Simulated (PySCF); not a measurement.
**NMR data sheet: Propanamide**

| Property | Result |
| --- | --- |
| Formula | C3H7NO |
| SMILES | CCC(N)=O |
| InChI | InChI=1S/C3H7NO/c1-2-3(4)5/h2H2,1H3,(H2,4,5) |
| Point group of the computed structure | C1 |
| Degrees of unsaturation | 1 |
| Carbon signals | 3 |
| Proton signals | 4 |

Molfile (atoms numbered from 1):
```
C3H7NO
     RDKit          3D

 12 11  0  0  0  0  0  0  0  0999 V2000
   -1.6538   -0.0154   -0.3878 C   0  0  0  0  0  0  0  0  0  0  0  0
   -0.2316   -0.5152   -0.2477 C   0  0  0  0  0  0  0  0  0  0  0  0
    0.7235    0.5666    0.2185 C   0  0  0  0  0  0  0  0  0  0  0  0
    1.9645    0.1243    0.5514 N   0  0  0  0  0  0  0  0  0  0  0  0
    0.4157    1.7365    0.2917 O   0  0  0  0  0  0  0  0  0  0  0  0
   -1.7030    0.8174   -1.0894 H   0  0  0  0  0  0  0  0  0  0  0  0
   -2.0360    0.3447    0.5683 H   0  0  0  0  0  0  0  0  0  0  0  0
   -2.3087   -0.8127   -0.7442 H   0  0  0  0  0  0  0  0  0  0  0  0
    0.1419   -0.8919   -1.2072 H   0  0  0  0  0  0  0  0  0  0  0  0
   -0.1772   -1.3579    0.4497 H   0  0  0  0  0  0  0  0  0  0  0  0
    2.2387   -0.8322    0.4260 H   0  0  0  0  0  0  0  0  0  0  0  0
    2.6631    0.8044    0.7952 H   0  0  0  0  0  0  0  0  0  0  0  0
  1  2  1  0
  2  3  1  0
  3  4  1  0
  3  5  2  0
  1  6  1  0
  1  7  1  0
  1  8  1  0
  2  9  1  0
  2 10  1  0
  4 11  1  0
  4 12  1  0
M  END
```

PySCF 2.14 calculation with B97-2/pcSseg-2 with gauge-including orbitals and geometry: PBE0-D3(BJ)/def2-TZVP; relativity neglected, no solvent model, rapidly exchanging positions averaged, a single conformation.

Chemical shifts δ = σref − σ; ¹H (σ = 31.64 ppm) and ¹³C (σ = 185.38 ppm) against TMS; NH3 for ¹⁵N (σ = 261.75 ppm); ¹⁷O (σ = 327.66 ppm) against H2O, all at this level.

| carbon | δC, type | δH (multiplicity) | HMBC from (2–3 bonds) | span of the C tensor (ppm) |
| --- | --- | --- | --- | --- |
| C1 | 10.5, CH3 | 1.05 (t) | H9/H10 | 14 |
| C2 | 30.3, CH2 | 2.15 (q) | H6/H7/H8 | 41 |
| C3 | 177.2, C | – | H9/H10, H6/H7/H8 | 175 |

Other nuclei:
```csv
atoms,nucleus,environment,δ (ppm),σ (ppm)
H11,¹H,hydrogen on an amide-type nitrogen,4.80,26.83
H12,¹H,hydrogen on an amide-type nitrogen,4.61,27.03
N4,¹⁵N,amide-type nitrogen,107.4,154.4
O5,¹⁷O,amide-type carbonyl oxygen,405.3,-77.7
```

Carbon types of the structure: 1 × C, 1 × CH2, 1 × CH3, leaving 2 H on heteroatoms. δC 177.2: amide carbonyl carbon; lone-pair donation from the attached heteroatom keeps it upfield of a ketone carbonyl. δC 30.3: sp3 CH2 α to a carbonyl; the adjacent C=O deshields it moderately. δC 10.5: methyl carbon; saturated and bonded to C and H only. δH 4.80, 4.61: hydrogen on an amide-type nitrogen; exchangeable, gas-phase position. δH 2.15: hydrogen on an sp3 CH2 α to a carbonyl; α to C=O.

OH/NH shifts are gas-phase values; hydrogen bonding in solution moves them, usually downfield. Rotation about the amide-type C–N bond is slow at room temperature, so the two groups on nitrogen are listed apart. Shifts are as computed. Against solution values, carbons near 30 ppm lie about +3 ppm off and those near 130 ppm about +7 ppm. Of 1211 compounds with measured shifts, 218 miss one by over three times the rms of a fit or turn the order of signals round; such compounds aren't used in these exercises. Hydrogen bonding in solution shields acid and N–H amide carbonyl oxygens by tens of ppm. The C=O carbon of an acid or of an amide with N–H lies up to 10 ppm further downfield in solution, through hydrogen bonding that the calculation lacks. Unscaled 17O shifts of doubly bonded oxygen tend to come out too high, by tens of ppm or more. Experimental scales use liquid or dissolved standards, which lie at an offset from isolated NH3 (liquid NH3: subtract about 20 ppm) and H2O (liquid H2O: subtract about 36 ppm). Multiplicities follow the n + 1 count of equivalent neighbours, as no J values were calculated; m marks all less simple cases, F and P coupling included.
